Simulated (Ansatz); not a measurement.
Basis-set extrapolation for `N=C1CCO1` (PBE0-D4/def2-TZVP geometry, frozen core, the Gaussian-basis code of Ansatz). Multiplicity 1, RHF reference.

```
                      def2-TZVPP   def2-QZVPP
                 HF  -245.885573  -245.896535
    MP2 correlation    -0.920756    -0.984440
CCSD(T) correlation    -0.987237      not run
```

Energies in hartree. Use E(X) = E(∞) + A·exp(−7.88·√X) for Hartree–Fock and E(X) = E(∞) + B·X^(−2.97) for correlation, with X = 3 and 4, and add CCSD(T) minus MP2 of the smaller set to the MP2 limit.

What is the CCSD(T) energy at the basis-set limit?

HF limit: -245.896535 + (-0.010962) × 0.13774 = -245.89804. MP2 limit: -0.984440 + (-0.063684) × 0.74074 = -1.03161. Higher-order term: -0.987237 − (-0.920756) = -0.06648. Total: -246.99613 hartree, 77.4 kcal/mol below CCSD(T)/def2-TZVPP.
